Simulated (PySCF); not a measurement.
BF3, SMILES FB(F)F (connectivity only; charge and spin as stated), charge +1, multiplicity 2. Atoms are numbered in the order given.

```xyz
4

B      0.0000     0.0000    -0.1798
F      0.0000     0.0000    -1.4323
F      0.0000    -0.9856     0.7661
F      0.0000     0.9856     0.7661
```
Charge +1, spin multiplicity 2.

Geometry optimised at ωB97X-D3(BJ)/def2-TZVP. The multiplicity is an assumed one; other spin states were not compared. The isomer is the one that the SMILES or the coordinates give; other isomers of the formula were not compared.

Method: PBE0/pcH-1 in PySCF.

Unrestricted Kohn–Sham, ⟨S²⟩ = 0.755. Hyperfine tensors hold the contact and dipolar terms, without spin-orbit corrections.

Computed hyperfine couplings:
| nucleus | A(iso) (MHz) | A(iso) (G) | dipolar principal values (MHz) |
|---|---|---|---|
| 11B no. 1 | -39.1 | -13.9 | -8.9, 4.4, 4.5 |
| 19F no. 2 | -9.5 | -3.4 | -25.7, -14.5, 40.2 |
| 19F no. 3 | 187.4 | 66.9 | -964.9, -957.3, 1922.2 |
| 19F no. 4 | 187.4 | 66.9 | -964.9, -957.3, 1922.2 |

Q: And the g tensor (effective nuclear charges for spin-orbit coupling, GIAO)? (Estimate from the structure and the level; the computed values follow.)

A: principal values 2.0147, 2.0149, 2.0205; isotropic 2.0167.
